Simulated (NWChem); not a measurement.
System: N2H cation; SMILES N#[NH+]

The following NWChem deck was run.

```
start job
memory heap 200 mb stack 900 mb global 1100 mb
charge 1
geometry units angstroms noautosym nocenter noautoz
  N      0.000000     0.000000     0.657803
  N      0.000000     0.000000    -0.435023
  H      0.000000     0.000000    -1.479400
end
basis spherical
  N library def2-svp
  H library def2-svp
end
dft
  xc pbe0
  iterations 150
end
cosmo
  do_cosmo_smd true
  solvent cychexan
end
task dft energy
```

The geometry was optimised at PBE0/def2-SVP. Solvent: cyclohexane.

Level: PBE0/def2-SVP with SMD (1 M gas to 1 M solution), gas-phase geometry. Reactions with the solvent are ignored.

Q: Give the results of this calculation. (PBE0/def2-SVP, SMD on the gas-phase geometry.) Quantities: solvation free energy (kcal/mol); cavity-dispersion-structure term (kcal/mol).

A: The solvation free energy (kcal/mol) is -39.3. The cavity-dispersion-structure term (kcal/mol) comes out as 3.2.
